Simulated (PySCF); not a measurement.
Calculation: r2SCAN-D4/def2-TZVP // r2SCAN-D4/def2-SVP (PySCF 2.14.0). Isolated molecules, 0 K electronic values unless said otherwise. 

Reference species (SMILES): `[SiH3][SnH][SiH3]` (neutral, multiplicity 2).

```json
{
  "dipole_moment": "0.23 D"
}
```

Changed species: `[SiH3]` (radical fragment; the reference has radical fragment).

Problem. What does the change do to the dipole moment?

Solution. the dipole moment falls by 0.18 D, to 0.05 D.
